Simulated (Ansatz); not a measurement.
Born–Oppenheimer molecular dynamics of CH$_{8}$Si$_{2}$ (11 atoms, charge 0, multiplicity 1). It goes on from the last frame of an earlier run, with new velocities.

All numbers below come from RKS B3LYP/6-31G* (Ansatz).

| Quantity | Value |
| --- | --- |
| ensemble | NVT, Nosé–Hoover chain |
| time step | 0.5 fs |
| steps asked | 250 |
| set temperature | 1000 K |
| thermostat | time constant 50 fs, chain length 3 |
| seed | 256387 |

First frame:

```xyz
11
Properties=species:S:1:pos:R:3
Si -0.091 0.044 0.001
C 0.045 -0.084 1.905
H -0.913 -0.161 2.368
H 0.604 -0.941 2.289
H 0.525 0.828 2.361
Si 2.180 0.064 -0.757
H 2.679 -1.312 -0.732
H 2.246 0.534 -2.182
H 3.092 0.872 0.020
H -0.703 1.331 -0.361
H -0.930 -1.052 -0.658
```

**Question.** How far do the bonds stretch over the last three quarters of this one trajectory? (Pairs bonded in most of those frames.)

**Answer.** 
```json
{"bond": "Si1–C2", "mean (Å)": "1.916", "spread (Å)": "0.069", "shortest": "1.80", "longest": "2.02"}
{"bond": "Si1–Si6", "mean (Å)": "2.372", "spread (Å)": "0.051", "shortest": "2.29", "longest": "2.45"}
{"bond": "Si1–H10", "mean (Å)": "1.505", "spread (Å)": "0.018", "shortest": "1.47", "longest": "1.55"}
{"bond": "Si1–H11", "mean (Å)": "1.504", "spread (Å)": "0.019", "shortest": "1.47", "longest": "1.54"}
{"bond": "C2–H3", "mean (Å)": "1.101", "spread (Å)": "0.033", "shortest": "1.04", "longest": "1.16"}
{"bond": "C2–H4", "mean (Å)": "1.106", "spread (Å)": "0.048", "shortest": "1.02", "longest": "1.18"}
{"bond": "C2–H5", "mean (Å)": "1.101", "spread (Å)": "0.036", "shortest": "1.03", "longest": "1.17"}
{"bond": "Si6–H7", "mean (Å)": "1.506", "spread (Å)": "0.075", "shortest": "1.39", "longest": "1.64"}
{"bond": "Si6–H8", "mean (Å)": "1.507", "spread (Å)": "0.062", "shortest": "1.41", "longest": "1.60"}
{"bond": "Si6–H9", "mean (Å)": "1.526", "spread (Å)": "0.115", "shortest": "1.34", "longest": "1.71"}
```

Mean temperature of the second half: 905 K. The conserved energy stayed within 0.55 meV per atom of its start (net change 0.41 meV per atom), so the integration is sound. A run of 0.12 ps of so small a system gives no equilibrium averages.

Run time: 18 min on 1 thread of Intel(R) Xeon(R) Platinum 8259CL CPU @ 2.50GHz (Skylake/Cascade Lake) (shared host), peak memory 0.15 GiB.
